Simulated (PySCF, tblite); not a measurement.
# methoxyacetic acid (C3H6O3): a rotation path, then NMR shifts on frames, part 2 of 2

tblite 0.8.0 and PySCF 2.14.0. Atoms count from 0. Earlier steps stand in the parts before.

## 5. Nuclear shieldings: image 4, PBE0/pcSseg-1

Job settings and geometry (Å):

```
{"job": {"kind": "nmr", "xc": "PBE0", "basis": "pcSseg-1", "pop": false}, "charge": 0, "multiplicity": 1}
C     -1.691900     0.316800    -0.548000
O     -1.205000    -0.729400     0.266500
C      0.170300    -0.799700     0.552100
C      1.130000     0.265400     0.067000
O      0.918500     1.252200    -0.579700
O      2.363900    -0.059600     0.488500
H     -1.538700     1.295400    -0.086800
H     -1.236200     0.311900    -1.541200
H     -2.759500     0.122600    -0.638000
H      0.285300    -0.827800     1.645400
H      0.558300    -1.751900     0.159400
H      3.006400     0.603500     0.188800
```

With the program's defaults for keys left out, this is: GIAO PBE0/pcSseg-1 NMR shielding, non-relativistic, gas phase.

Standard output:

```text
coarse grid: 10240 points
cycle   1  E = -342.9218124278  dE =  9.741e-01  |g| = 1.020e+00  |ddm| = 2.947e+00
cycle   2  E = -342.5295877178  dE =  3.922e-01  |g| = 1.790e+00  |ddm| = 1.775e+00
cycle   3  E = -343.0941426734  dE = -5.646e-01  |g| = 2.888e-01  |ddm| = 1.269e+00
cycle   4  E = -343.1081493054  dE = -1.401e-02  |g| = 9.323e-02  |ddm| = 2.218e-01
cycle   5  E = -343.1095589877  dE = -1.410e-03  |g| = 1.828e-02  |ddm| = 5.619e-02
cycle   6  E = -343.1096298771  dE = -7.089e-05  |g| = 4.636e-03  |ddm| = 1.553e-02
cycle   7  E = -343.1096339694  dE = -4.092e-06  |g| = 9.897e-04  |ddm| = 3.278e-03
final grid: 99480 points
cycle   8  E = -343.1764082120  dE = -1.652e-05  |g| = 1.393e-02  |ddm| = 2.022e-02
cycle   9  E = -343.1763572568  dE =  5.096e-05  |g| = 2.205e-02  |ddm| = 1.872e-02
cycle  10  E = -343.1764409779  dE = -8.372e-05  |g| = 2.592e-03  |ddm| = 1.239e-02
cycle  11  E = -343.1764422090  dE = -1.231e-06  |g| = 3.835e-04  |ddm| = 1.641e-03
cycle  12  E = -343.1764422335  dE = -2.459e-08  |g| = 1.258e-04  |ddm| = 3.467e-04
cycle  13  E = -343.1764422371  dE = -3.506e-09  |g| = 1.536e-05  |ddm| = 1.048e-04
cycle  14  E = -343.1764422371  dE = -4.320e-11  |g| = 5.869e-06  |ddm| = 1.433e-05
converged SCF energy = -343.1764422371

GIAO shielding tensors (ppm)
atom      isotropic    diamagn.    paramagn.     s11        s22        s33       span
  0 C      128.680     245.113    -116.433    104.368    108.410    173.263     68.895
  1 O      346.465     393.384     -46.919    291.832    329.305    418.258    126.426
  2 C      121.100     243.930    -122.829     96.170     98.436    168.696     72.526
  3 C       10.264     251.818    -241.554    -97.155     52.673     75.273    172.429
  4 O     -104.589     404.000    -508.589   -364.837   -222.127    273.197    638.034
  5 O      130.384     391.144    -260.760    -17.209    144.841    263.519    280.728
  6 H       27.458      30.315      -2.857     23.643     25.970     32.762      9.119
  7 H       27.641      30.343      -2.702     24.016     26.027     32.879      8.864
  8 H       28.129      28.477      -0.348     24.288     26.252     33.848      9.560
  9 H       26.991      28.216      -1.224     22.049     26.967     31.957      9.908
 10 H       26.996      28.288      -1.291     21.993     27.006     31.990      9.996
 11 H       25.791      30.196      -4.405     20.118     23.197     34.059     13.940
```

Run time: 8.3 s. Hardware: 1 thread of Arm Neoverse V1, shared host; peak memory 0.65 GiB.

Key values: δ C3 176.7, C2 65.8, C0 58.2, O4 440.7, H11 5.93, H9 4.73 ppm.

## 6. Shielding tensors: image 6, PBE0/pcSseg-1

Job settings and geometry (Å):

```
{"job": {"kind": "nmr", "xc": "PBE0", "basis": "pcSseg-1", "pop": false}, "charge": 0, "multiplicity": 1}
C     -1.677200     0.250900    -0.593900
O     -1.207200    -0.424100     0.558500
C      0.151300    -0.751100     0.566600
C      1.133900     0.359300     0.240900
O      0.892400     1.492000    -0.068600
O      2.386700    -0.110400     0.334700
H     -1.397500     1.306000    -0.567400
H     -1.293600    -0.202800    -1.513200
H     -2.761500     0.160600    -0.572200
H      0.373100    -1.088800     1.583900
H      0.375400    -1.583300    -0.123500
H      3.025400     0.591000     0.128000
```

Level: GIAO PBE0/pcSseg-1 NMR shielding, non-relativistic, gas phase.

Standard output:

```text
coarse grid: 10240 points
cycle   1  E = -342.9322904147  dE =  9.722e-01  |g| = 1.013e+00  |ddm| = 2.946e+00
cycle   2  E = -342.5358604191  dE =  3.964e-01  |g| = 1.792e+00  |ddm| = 1.855e+00
cycle   3  E = -343.1029219719  dE = -5.671e-01  |g| = 2.895e-01  |ddm| = 1.333e+00
cycle   4  E = -343.1169761177  dE = -1.405e-02  |g| = 9.260e-02  |ddm| = 2.197e-01
cycle   5  E = -343.1183627951  dE = -1.387e-03  |g| = 1.850e-02  |ddm| = 5.631e-02
cycle   6  E = -343.1184345417  dE = -7.175e-05  |g| = 4.825e-03  |ddm| = 1.601e-02
cycle   7  E = -343.1184387808  dE = -4.239e-06  |g| = 1.188e-03  |ddm| = 3.404e-03
final grid: 99480 points
cycle   8  E = -343.1843950352  dE = -1.502e-05  |g| = 1.416e-02  |ddm| = 2.021e-02
cycle   9  E = -343.1843395418  dE =  5.549e-05  |g| = 2.277e-02  |ddm| = 1.985e-02
cycle  10  E = -343.1844286703  dE = -8.913e-05  |g| = 2.713e-03  |ddm| = 1.342e-02
cycle  11  E = -343.1844300252  dE = -1.355e-06  |g| = 3.682e-04  |ddm| = 1.700e-03
cycle  12  E = -343.1844300478  dE = -2.262e-08  |g| = 1.236e-04  |ddm| = 3.489e-04
cycle  13  E = -343.1844300512  dE = -3.376e-09  |g| = 1.600e-05  |ddm| = 1.106e-04
cycle  14  E = -343.1844300512  dE = -4.195e-11  |g| = 7.656e-06  |ddm| = 1.557e-05
converged SCF energy = -343.1844300512

GIAO shielding tensors (ppm)
atom      isotropic    diamagn.    paramagn.     s11        s22        s33       span
  0 C      128.362     246.139    -117.777     97.871    106.677    180.537     82.666
  1 O      332.306     393.434     -61.127    304.667    316.243    376.009     71.342
  2 C      117.221     245.428    -128.207     91.547     95.827    164.289     72.742
  3 C        9.906     252.427    -242.522    -96.520     50.514     75.723    172.243
  4 O     -104.533     403.456    -507.988   -359.020   -224.357    269.779    628.799
  5 O      133.007     391.204    -258.197    -17.778    152.631    264.167    281.945
  6 H       26.600      30.266      -3.667     21.339     26.718     31.742     10.403
  7 H       28.860      30.356      -1.496     26.019     26.387     34.173      8.154
  8 H       28.056      28.597      -0.541     24.208     25.841     34.118      9.910
  9 H       27.122      28.072      -0.950     22.605     26.831     31.931      9.326
 10 H       27.463      29.289      -1.826     22.644     27.758     31.987      9.343
 11 H       25.760      30.073      -4.313     20.007     23.139     34.134     14.127
```

Run time: 8.3 s. Hardware: 1 thread of Arm Neoverse V1, shared host; peak memory 0.65 GiB.

In short: δ C3 177.0, C2 69.7, C0 58.6, O4 440.6, H11 5.96, H6 5.12 ppm.

## 7. Nuclear shieldings: image 8, PBE0/pcSseg-1

Job settings and geometry (Å):

```
{"job": {"kind": "nmr", "xc": "PBE0", "basis": "pcSseg-1", "pop": false}, "charge": 0, "multiplicity": 1}
C     -1.701100     0.183500    -0.619900
O     -1.168500    -0.303300     0.593700
C      0.163100    -0.715500     0.513800
C      1.168500     0.412400     0.339800
O      0.923900     1.579200     0.218900
O      2.418100    -0.072900     0.329400
H     -1.191700     1.092200    -0.949200
H     -1.632600    -0.576900    -1.408000
H     -2.746600     0.405900    -0.419100
H      0.388800    -1.222600     1.456500
H      0.319400    -1.431700    -0.310100
H      3.059800     0.649000     0.228400
```

Method: GIAO PBE0/pcSseg-1 NMR shielding, non-relativistic, gas phase.

Standard output:

```text
coarse grid: 10240 points
cycle   1  E = -342.9345935919  dE =  9.730e-01  |g| = 1.013e+00  |ddm| = 2.950e+00
cycle   2  E = -342.5308297818  dE =  4.038e-01  |g| = 1.801e+00  |ddm| = 1.925e+00
cycle   3  E = -343.1055346102  dE = -5.747e-01  |g| = 2.918e-01  |ddm| = 1.387e+00
cycle   4  E = -343.1198192873  dE = -1.428e-02  |g| = 9.294e-02  |ddm| = 2.209e-01
cycle   5  E = -343.1212127410  dE = -1.393e-03  |g| = 1.874e-02  |ddm| = 5.640e-02
cycle   6  E = -343.1212861367  dE = -7.340e-05  |g| = 4.893e-03  |ddm| = 1.634e-02
cycle   7  E = -343.1212904520  dE = -4.315e-06  |g| = 1.239e-03  |ddm| = 3.432e-03
final grid: 99480 points
cycle   8  E = -343.1873984302  dE = -1.420e-05  |g| = 1.429e-02  |ddm| = 1.942e-02
cycle   9  E = -343.1873404451  dE =  5.799e-05  |g| = 2.313e-02  |ddm| = 2.063e-02
cycle  10  E = -343.1874325595  dE = -9.211e-05  |g| = 2.833e-03  |ddm| = 1.406e-02
cycle  11  E = -343.1874340404  dE = -1.481e-06  |g| = 3.745e-04  |ddm| = 1.767e-03
cycle  12  E = -343.1874340639  dE = -2.350e-08  |g| = 1.233e-04  |ddm| = 3.652e-04
cycle  13  E = -343.1874340672  dE = -3.333e-09  |g| = 1.754e-05  |ddm| = 1.115e-04
cycle  14  E = -343.1874340672  dE = -5.218e-11  |g| = 7.964e-06  |ddm| = 1.696e-05
converged SCF energy = -343.1874340672

GIAO shielding tensors (ppm)
atom      isotropic    diamagn.    paramagn.     s11        s22        s33       span
  0 C      127.086     246.226    -119.139     92.650    105.107    183.502     90.852
  1 O      323.988     393.742     -69.754    298.034    321.183    352.748     54.714
  2 C      115.910     246.320    -130.411     89.098     95.671    162.960     73.861
  3 C       11.213     252.447    -241.234    -95.140     53.519     75.261    170.401
  4 O     -101.161     402.885    -504.047   -356.732   -229.583    282.831    639.563
  5 O      133.829     391.087    -257.257    -18.161    156.749    262.899    281.060
  6 H       27.384      30.569      -3.185     22.515     27.411     32.227      9.712
  7 H       28.768      29.727      -0.959     25.293     26.549     34.461      9.167
  8 H       27.888      28.649      -0.762     24.172     25.360     34.131      9.958
  9 H       27.148      28.228      -1.079     22.520     26.869     32.056      9.536
 10 H       27.853      29.921      -2.068     23.653     28.004     31.901      8.248
 11 H       25.657      29.844      -4.187     19.977     22.940     34.054     14.078
```

Run time: 8.3 s. Hardware: 1 thread of Arm Neoverse V1, shared host; peak memory 0.65 GiB.

Key values: δ C3 175.7, C2 71.0, C0 59.8, O4 437.2, H11 6.06, H9 4.57 ppm.

## 8. Comparing the runs: NMR shifts

Shifts (ppm) of some atoms, chosen among heavy atoms and hydrogens apart, with basis size and wall time:

| frame | C2 | C0 | H7 | H6 | O4 | O5 | O1 | functions | time |
| --- | --- | --- | --- | --- | --- | --- | --- | --- | --- |
| image 0 | 71.0 | 59.9 | 4.42 | 2.96 | 436.9 | 202.3 | 12.2 | 132 | 12 s |
| image 2 | 69.1 | 58.9 | 5.07 | 3.02 | 440.2 | 203.6 | 0.4 | 132 | 8.4 s |
| image 4 | 65.8 | 58.2 | 4.08 | 4.26 | 440.7 | 205.7 | -10.4 | 132 | 8.3 s |
| image 6 | 69.7 | 58.6 | 2.86 | 5.12 | 440.6 | 203.1 | 3.8 | 132 | 8.3 s |
| image 8 | 71.0 | 59.8 | 2.95 | 4.33 | 437.2 | 202.2 | 12.1 | 132 | 8.3 s |

## 9. Results

The summary covers parts 1 to 2.

| quantity | value |
| --- | --- |
| barrier | 0.186 eV (4.3 kcal/mol) at image 4 |
| end to end (GFN2-xTB) | 0.000 eV |
| 13C shifts against TMS (PBE0/pcSseg-1, image 0) | 175.9, 71.0, 59.9 ppm |
| 1H shifts against TMS (PBE0/pcSseg-1, image 0) | 6.05, 4.57, 4.42, 3.86, 3.83, 2.96 ppm |
| 17O shifts against H2O (PBE0/pcSseg-1, image 0) | 436.9, 202.3, 12.2 ppm |
| surface potential, 1st and 99th percentile | -1.54 V and 2.50 V |
| range of the shift of O1 | -10.4 to 12.2 ppm |

In words: Along the band the dihedral turns by 141°, and the top (dihedral 3°) lies 4.3 kcal/mol above the start (GFN2-xTB, rough), so at room temperature this motion is fast. The top was not checked by a frequency run. Shifts at one fixed geometry are not the observed spectrum, which averages over the motion. In the first frame run (image 0): The largest span, 637 ppm, is at O4, where the paramagnetic term is -504 ppm. Across the 5 runs the shift of O1 moves most, between -10.4 (image 4) and 12.2 ppm (image 0).
